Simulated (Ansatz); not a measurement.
Results of LDA in Ansatz (plane waves, PAW) for HgI (I4/mmm, No. 139).

Numerical settings: plane-wave cutoff 500 eV, 12×12×12 k mesh, gaussian smearing 0.02 eV, scalar-relativistic PAW data made under PBE.

Computed at the level's own relaxed cell.

### Question
What does this level give for the equilibrium volume per atom, lattice constant a, c axis length and band gap?

### Answer

* **equilibrium volume per atom**: 31.88 Å³/atom
* **lattice constant a**: 4.694 Å
* **c axis length**: 11.575 Å
* **band gap**: 0.93 eV (on the SCF k mesh)

Note: the volume lies 10 % below that of the published cell.

Spin–orbit coupling is not included; with these elements it can move the gap by several tenths of an eV or more.

Static lattice: no zero-point or thermal effects.

Ansatz is an electronic-structure program.
